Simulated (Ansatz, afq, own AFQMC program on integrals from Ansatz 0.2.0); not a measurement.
CH2N, doublet → CH2N⁺, triplet

```yaml
atoms:
  - { symbol: N, position_ang: [0.0000, 0.0000, 0.5108] }
  - { symbol: C, position_ang: [0.0000, 0.0000, -0.7748] }
  - { symbol: H, position_ang: [0.0000, 0.8569, 1.0670] }
  - { symbol: H, position_ang: [0.0000, -0.8569, 1.0670] }
```

Connectivity, by distances: NH2–C.

E(triplet, charge +1) − E(doublet, charge +0) at this geometry, on UHF and ROHF determinants.

Basis cc-pVDZ. Noble-gas cores (and the filled d shells of Ga–Kr and In–Xe) are frozen. AFQMC by an in-house program on the Cholesky factors that Ansatz 0.2.0 writes for its CCSD(T) run. ph-AFQMC/CISD is guided by a CISD state made of CCSD amplitudes; releasing the constraint for a short imaginary time cuts its bias at the price of noise, slowly where states lie close. Uncertainties: one standard error, sampling alone. The errors of all members are added in quadrature.

No full CI on the walks' own integrals is used here; CCSDT(Q) serves as the reference and is uncertain by about the last step of the cluster series. Each member takes its own surest rung, up to full CI.

Errors are counted within cc-pVDZ, not against nature.

Cautions: CH₂N⁺ (triplet): another spin lies lower, a spin-contaminated unrestricted determinant lies lower (UHF 350 meV lower, ⟨S²⟩ 2.25), its ph-AFQMC/CISD value lies 22 ± 5 meV above CCSDT(Q); this isn't the first ionization.

```csv
level,vertical ionization energy (kcal/mol)
HF,220.0
CCSD,236.6
```

Question: From these cheaper values, estimate the vertical ionization energy at the reference level in cc-pVDZ.

Answer: 236.5 kcal/mol (CCSDT(Q) in cc-pVDZ).

```
         level  vertical ionization energy (kcal/mol)  error against CCSDT(Q) (kcal/mol)
           MP2                                  235.7                               -0.8
       CCSD(T)                                  236.6                                0.1
         CCSDT                                  236.5                                0.0
   ph-AFQMC/HF                            237.8 ± 0.8                          1.3 ± 0.8
 ph-AFQMC/CISD                            236.7 ± 0.2                          0.2 ± 0.2
released AFQMC                            236.8 ± 0.2                          0.3 ± 0.2
```

Correlation beyond CCSD(T) takes off 0.1 kcal/mol. The perturbative (T) step is worth +0.1 kcal/mol.

A walk keeps the symmetry of its determinant, which the program's search chose and which needn't be the lowest solution, so a lower state of the same spin and another symmetry isn't excluded. Released energies are given only where the last usable release times agree within the noise; a slower fall can still hide under it.
